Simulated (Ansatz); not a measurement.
`C/N=C(\O)OC` + `C=N` → `C=N/C(O)=N\C` + CH₃OH at 700 K and 1 bar (substitution at a C–O bond).

Program: Ansatz. Geometries: PBE0-D4/def2-TZVP. ΔE: electronic, gas phase. CBS: MP2 limit from def2 TZ/QZ plus the TZ coupled-cluster correction, frozen cores. This one scheme is used for every species. Double bonds are as drawn, so ΔE can hold a change between cis and trans. Each species was taken in one conformer, which may not be the lowest.

```csv
species,CCSD(T)/CBS energy (Eh),H − E (kJ/mol),S (J/(mol·K))
`C/N=C(\O)OC`,-323.39466,364.1,470.0
`C=N`,-94.52360,135.6,268.6
`C=N/C(O)=N\C`,-302.30073,329.3,453.5
CH₃OH,-115.61712,170.8,288.5
```

H − E and S are ideal-gas, rigid-rotor, harmonic terms from PBE0-D4/def2-TZVP, for one conformer and one mirror image of each species. 1 Eh = 2625.50 kJ/mol, R = 8.31446 J/(mol·K).

By hand: ΔE, ΔH, ΔS and ΔG.

ΔE = (-302.30073) + (-115.61712) − (-323.39466) − (-94.52360) = 0.00041 Eh = 1.1 kJ/mol. Δ(H − E) = 329.3 + 170.8 − 364.1 − 135.6 = 0.4, so ΔH = 1.5 kJ/mol. ΔS = 453.5 + 288.5 − 470.0 − 268.6 = 3.4 J/(mol·K). ΔG = 1.5 − 700 × (3.4)/1000 = -0.9 kJ/mol.

By hand: the equilibrium constant, and the temperature at which ΔG would vanish if ΔH and ΔS stayed fixed.

log₁₀ K = −ΔG/(RT ln 10) = 0.1. ΔG = 0 at ΔH/ΔS = 441 K, though so small a ΔH makes that figure unsure.

TΔS isn't small against ΔH here. The sign of ΔG lies within the doubt. A doubt of 5 kJ/mol in ΔE shifts log₁₀ K by 0.4 here. Other conformers and mirror images would add mixing entropy, several J/(mol·K) or more a flexible species. Modes under 60 cm⁻¹, often nearly free rotors, make the harmonic entropy too high. These are equilibria of isolated gas molecules and say nothing of rates. Largest T1 diagnostic: 0.014 (customary marks: 0.02 for closed shells, 0.045 for open ones).
